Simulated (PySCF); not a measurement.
These are r2SCAN-D4/def2-TZVP // r2SCAN-D4/def2-SVP (PySCF) values and carry that method's errors. All species are isolated molecules in the gas phase. 

Reference species (SMILES): `C[N]C` (neutral, multiplicity 2).

The highest occupied spin orbital is -5.98 eV and the dipole moment comes out as 1.71 D.

Changed species: `[SH]` (free radical SH; the reference has free radical N(CH3)2).

What does the change do to the highest occupied spin orbital and dipole moment?

the highest occupied spin orbital falls by 0.42 eV, to -6.40 eV; the dipole moment drops by 0.80 D, to 0.91 D.
